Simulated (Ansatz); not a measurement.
**Isomers and spin states of SiAsH2**

Ansatz 0.2.0, basis cc-pVDZ; geometries are PBE0/def2-TZVP minima. Wave-function levels freeze the cores with the filled d shells of p-block atoms; HF, MP2 and coupled cluster are restricted for singlets and unrestricted otherwise, restricted open-shell where a d shell is frozen, Kohn–Sham unrestricted where that lies lower. NEVPT2 stands on CASSCF in the full valence space. The reference is CCSDT(Q) (coupled cluster only where its series has nearly closed). Semilocal and hybrid functionals correlate all electrons outside any core potential and usually lie nearer their basis limit than the reference, so part of their error here is the reference's basis and frozen-core error; RPA and the MP2 part of double hybrids freeze the same cores as the reference. None of these values is a measured one. Energies are electronic, without zero-point terms. No spin–orbit coupling and no scalar relativity. The set is small: such energies can lie up to about 0.3 eV from the limit, spin gaps mostly less, so near ties and functionals' places can change in larger sets. The species are chosen: bound, without strong static correlation by their natural occupations or amplitudes, and with a ladder that closes on the reference, so errors are smaller than for species at large; levels whose determinant breaks symmetry or spin markedly are left out.

A. doublet; Si–As 2.172, Si–H 1.503, As–H 1.524, angles at As 93°, angles at Si 117°. Coordinates (Å): Si 0.000 -0.131 1.559; As 0.000 0.053 -0.605; H 0.000 1.141 2.359; H 0.000 -1.455 -0.826
B. doublet; Si–As 2.163, Si–H 1.486, angles at Si 111/124°. Coordinates (Å): Si 0.000 0.000 1.527; As 0.000 0.000 -0.636; H 0.000 1.226 2.366; H 0.000 -1.226 2.366
C. doublet; Si–As 2.331, As–H 1.516, angles at As 97/103°. Coordinates (Å): Si 0.041 0.000 1.714; As -0.040 0.000 -0.616; H 0.897 1.136 -0.979; H 0.897 -1.136 -0.979
D. quartet; Si–As 2.421, As–H 1.528, angles at As 91/98°. Coordinates (Å): Si 0.039 0.000 1.778; As -0.041 0.000 -0.642; H 0.993 1.094 -0.900; H 0.993 -1.094 -0.900

Q: From bonding and spin, estimate the order of these in energy at CCSDT(Q), each at its own geometry.

A: At CCSDT(Q), above the lowest of those listed: B (0.000 eV), A (0.499 eV), C (0.843 eV), D (2.143 eV).

```
   level  A less B (eV)  C less B (eV)  D less B (eV)
CCSDT(Q)          0.499          0.843          2.143
      HF          0.687          0.720          1.545
     MP2          0.505          0.887          2.139
 CCSD(T)          0.504          0.833          2.132
  NEVPT2          0.468          0.871          2.149
     PBE          0.340          0.746          2.171
  r2SCAN          0.406          0.846          2.150
    PBE0          0.422          0.747          2.139
 wB97M-V          0.537          0.771          2.403
  B2PLYP          0.462          0.812          2.293
```

Every level shown puts the same form lowest.

The geometries are PBE0's, not this basis's own minima.
